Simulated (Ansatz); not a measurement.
Total energies of `OC(F)OCF`.

Cartesian coordinates in Å:
```
O 1.055 -1.310 -0.313
C -0.004 -0.613 -0.814
F -0.847 -1.436 -1.485
O -0.799 -0.047 0.182
C -0.228 1.030 0.827
F -0.262 2.145 0.023
H 0.713 -1.979 0.293
H 0.387 0.138 -1.504
H 0.820 0.846 1.082
H -0.835 1.227 1.710
```

Charge 0, multiplicity 1. The geometry is a stationary point of PBE0-D4/def2-TZVP. It is one conformer, not always the lowest. Basis def2-TZVPP, Ansatz 0.2.0.

RPA on PBE orbitals: Hartree–Fock energy of these orbitals -426.78058 Eh, correlation -1.99079 Eh (frozen core).

| functional | kind | energy without D4 (Eh) | D4 term (kJ/mol) |
| --- | --- | --- | --- |
| LDA (SPW92) | LDA | -425.89299 | – |
| PBE | GGA | -428.49562 | -14.9 |
| revPBE | GGA | -428.79636 | -55.5 |
| BLYP | GGA | -428.86560 | -34.0 |
| r2SCAN | meta-GGA | -428.74036 | -3.8 |
| PBE0 | global hybrid, 25 % exact exchange | -428.50009 | -12.4 |
| B3LYP | global hybrid, 20 % | -428.94104 | -23.7 |
| r2SCAN0 | meta-GGA hybrid, 25 % | -428.68182 | -4.3 |
| HSE06 (plane-wave form) | screened hybrid | -428.48141 | -11.3 |
| BHLYP | global hybrid, 50 % | -428.74432 | -15.6 |
| CAM-B3LYP | range-separated hybrid | -428.81195 | -12.2 |
| LC-ωPBE | long-range corrected hybrid | -428.70016 | – |
| ωB97X-V | range-separated hybrid GGA with VV10 | -428.80204 | – |
| ωB97M-V | range-separated hybrid meta-GGA with VV10 | -428.81740 | – |

Problem. Give the same for B97M-V, r2SCANh, B2PLYP, PBE-QIDH. (Estimate.)

Solution. The calculation gave: 
```json
{"functional": "B97M-V", "kind": "meta-GGA with VV10", "energy without D4 (Eh)": "-428.81894", "D4 term (kJ/mol)": "–"}
{"functional": "r2SCANh", "kind": "meta-GGA hybrid, 10 %", "energy without D4 (Eh)": "-428.71630", "D4 term (kJ/mol)": "-3.9"}
{"functional": "B2PLYP", "kind": "double hybrid", "energy without D4 (Eh)": "-428.66912", "D4 term (kJ/mol)": "–"}
{"functional": "PBE-QIDH", "kind": "double hybrid", "energy without D4 (Eh)": "-428.44467", "D4 term (kJ/mol)": "–"}
```

B3LYP takes the VWN-RPA correlation (the form of Gaussian; ORCA's B3LYP/G). HSE06 is the plane-wave form, built on full-range PBE exchange. The double hybrids freeze the cores in their second-order part.

LC-ωPBE has ω = 0.4 bohr⁻¹.
